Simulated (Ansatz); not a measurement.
**α-N2**

All values below come from PBE in Ansatz (PAW).

Numerical settings: plane-wave cutoff 520 eV, 6×6×6 k mesh, Fermi–Dirac smearing 0.01 eV, scalar-relativistic PAW data made under PBE.

Cell: relaxed at this level.

```json
{
 "volume_per_atom": "29.55 Å³/atom",
 "lattice_parameter_a": "6.193 Å",
 "band_gap": "7.71 eV",
 "smallest_direct_gap_on_the_k_points_sampled": "7.72 eV"
}
```

Measured, for comparison: equilibrium volume per atom 22.47 Å³/atom (4 K, zero-point motion not removed; as tabulated in Wyckoff, Crystal Structures 1 (1963), as in the American Mineralogist Crystal …); lattice constant a 5.644 Å (4 K, zero-point motion not removed, our sources range from 5.644 to 5.667; as tabulated in Wyckoff, Crystal Structures 1 (1963), as in the American Mineralogist Crystal …). Computed (rounded) less measured: equilibrium volume per atom +31.5 %, lattice constant a +9.7 % (+9.3 % to +9.7 % over the range).

Note: for a layered or molecular solid the relaxed cell lies over 5 % above the published volume, where the minimum can be shallow; the cell comes from a level without a dispersion term, which matters for the spacing of layers, chains or molecules.

Static lattice: no zero-point or thermal effects.

Cost on a shared machine: around 5 core-minutes (rough).

Ansatz is an electronic-structure program.
